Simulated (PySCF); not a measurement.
C4H8F2.
SMILES with atom numbers: `[CH3:1][CH:2]([CH2:3][F:4])[CH2:5][F:6]` (hydrogens: H7, H8, H9 on C1; H10 on C2; H11, H12 on C3; H13, H14 on C5)

Torsions of this conformer, `[CH3:1][CH:2]([CH2:3][F:4])[CH2:5][F:6]`: C1–C2–C3–F4 -59°, C1–C2–C5–F6 -176°.

The closed-shell ground state was solved at several levels (PySCF, density fitting, gas phase, non-relativistic). Geometry: PBE0-D3(BJ)/def2-SVP, one conformer, isolated molecule.

| level | basis functions | total energy (Eh) | HOMO (eV) | LUMO (eV) | gap (eV) | dipole (D) |
| --- | --- | --- | --- | --- | --- | --- |
| PBE/pcSseg-1 | 142 | -356.4804 | -7.48 | 0.46 | 7.94 | 1.96 |
| LDA/pcSseg-1 | 142 | -354.1442 | -7.62 | 0.27 | 7.89 | 2.05 |
| B3LYP/pcSseg-1 | 142 | -356.8960 | -8.90 | 0.96 | 9.86 | 2.09 |
| PBE0/def2-TZVP | 234 | -356.6843 | -9.13 | 1.08 | 10.21 | 2.07 |
| PBE0/pcSseg-1 | 142 | -356.5048 | -9.13 | 1.30 | 10.43 | 2.12 |
| PBE0/6-31G | 70 | -356.4499 | -8.94 | 2.44 | 11.38 | 2.29 |
| PBE0/6-311+G(2d,p) | 210 | -356.6522 | -9.19 | 0.22 | 9.41 | 2.17 |
| wB97X-D/pcSseg-1 | 142 | -356.7820 | -11.07 | 3.14 | 14.21 | 2.16 |
| BP86/pcSseg-1 | 142 | -356.8843 | -7.60 | 0.55 | 8.15 | 1.98 |
| B97-2/pcSseg-1 | 142 | -356.7723 | -8.87 | 1.32 | 10.19 | 2.11 |

Task: Estimate the row for KT3/pcSseg-1, a basis of 142 functions; the other rows only guide the guess.

Result: Total energy -361.7680 Eh, HOMO -7.66 eV, LUMO 0.33 eV, gap 7.99 eV, dipole 1.95 D.

Task: Over all these levels, which gives the widest orbital gap and which the narrowest?

Result: wB97X-D/pcSseg-1 (range-separated hybrid) has the widest, 14.21 eV, and LDA/pcSseg-1 (LDA) the narrowest, 7.89 eV. The two share the basis. From the narrowest to the widest the HOMO moves by -3.45 eV and the LUMO by +2.87 eV.

Task: How much does the basis alone move the frontier levels among the 4 PBE0 rows?

Result: The HOMO by 0.25 eV and the LUMO by 2.22 eV. By rising basis size (HOMO, LUMO in eV): 6-31G -8.94, 2.44; pcSseg-1 -9.13, 1.30; 6-311+G(2d,p) -9.19, 0.22; def2-TZVP -9.13, 1.08.

Task: In the pcSseg-1 basis, how does the gap go with the fixed share of exact exchange?

Result: LDA (0 %) 7.89 eV; PBE (0 %) 7.94 eV; KT3 (0 %) 7.99 eV; BP86 (0 %) 8.15 eV; B3LYP (20 %) 9.86 eV; B97-2 (21 %) 10.19 eV; PBE0 (25 %) 10.43 eV. Each rise in the share widens the gap here.

Task: How far do the dipole and the HOMO energy spread over the levels?

Result: The dipole runs from 1.95 to 2.29 D (mean 2.09 D) and the HOMO from -11.07 to -7.48 eV.

The pairwise dispersion term of wB97X-D wasn't added to the energies; at a given geometry it leaves orbitals and properties as they are.
